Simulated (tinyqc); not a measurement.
Inside a calculation. Method: CCSD on RHF in the sto-6g basis, frozen core, for LiH, spin multiplicity 1. One step of it, computed by the program tinyqc.

Problem. Orthogonalisation. S = U s U^T; symmetric (Loewdin) form X = U s^(-1/2) U^T, so that X^T S X = 1.

overlap S, order 1Li 1s, 1Li 2s, 1Li 2px, 1Li 2py, 1Li 2pz, 2H 1s:
```
[[1.000000, 0.235742, 0.000000, 0.000000, 0.000000, 0.028452],
 [0.235742, 1.000000, 0.000000, 0.000000, 0.000000, 0.300898],
 [0.000000, 0.000000, 1.000000, 0.000000, 0.000000, 0.000000],
 [0.000000, 0.000000, 0.000000, 1.000000, 0.000000, 0.000000],
 [0.000000, 0.000000, 0.000000, 0.000000, 1.000000, 0.419325],
 [0.028452, 0.300898, 0.000000, 0.000000, 0.419325, 1.000000]]
```

Give: eigenvalues of S; X.

Solution.

eigenvalues of S: [0.4706, 0.8079, 1.0000, 1.0000, 1.1762, 1.5452]

X, order 1Li 1s, 1Li 2s, 1Li 2px, 1Li 2py, 1Li 2pz, 2H 1s:
```
[[1.0223, -0.1270, 0.0000, 0.0000, -0.0066, 0.0168],
 [-0.1270, 1.0663, 0.0000, 0.0000, 0.0606, -0.1862],
 [0.0000, 0.0000, 1.0000, 0.0000, 0.0000, 0.0000],
 [0.0000, 0.0000, 0.0000, 1.0000, 0.0000, 0.0000],
 [-0.0066, 0.0606, 0.0000, 0.0000, 1.0825, -0.2544],
 [0.0168, -0.1862, 0.0000, 0.0000, -0.2544, 1.1256]]
```
